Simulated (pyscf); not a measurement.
This saddle point was located with ωB97X-D3(BJ)/def2-SVP in PySCF.

```xyz
7

B     -1.1901    -0.5697    -0.7508
N     -0.1595     0.1803    -0.0352
H     -0.9047    -1.6778    -1.1377
H     -2.3073    -0.1104    -0.7604
H      0.0302     0.0224     1.3299
H     -0.2880     1.1888     0.0030
H      0.8027    -0.0306    -0.2897
```
Charge 0, spin multiplicity 2.

Surface: doublet, charge 0. Lowest wavenumbers (cm⁻¹): 1860i, 497, 687, 715, 884.

**Question.** Name the species on either side of this saddle.

**Answer.** H₂B–NH₂ (SMILES BN) + H• (SMILES [H]) ⇌ BH₂• (SMILES [BH2]) + NH₃ (SMILES N), a substitution at N read from left to right: B–N broken and H–N formed. At CCSD(T)/def2-TZVPP + ΔMP2(QZVPP) it lies +69.9 kJ/mol from the left side and -66.4 kJ/mol from the right (each side as separated species at their lowest minima found). On the product side the descent ends in an adduct with a B–N contact, 150.6 kJ/mol under the separated species and 77.4 kJ/mol under the saddle at ωB97X-D3(BJ)/def2-TZVP. At CCSD(T) the saddle lies under the separated products, which points to a path from their complex (located at ωB97X-D3(BJ) alone), and parting the products costs more than the saddle. What is counted as broken (B–N) persists as a longer contact in the product adduct; parting that adduct is a step of its own. Abstraction by the radical was not located in this set and often lies lower. This is the saddle that the search found; another between the same sides may lie lower. The angle at the attacked N is 121°. The CCSD(T) − MP2 part came from Ansatz, without density fitting, on the same reference.
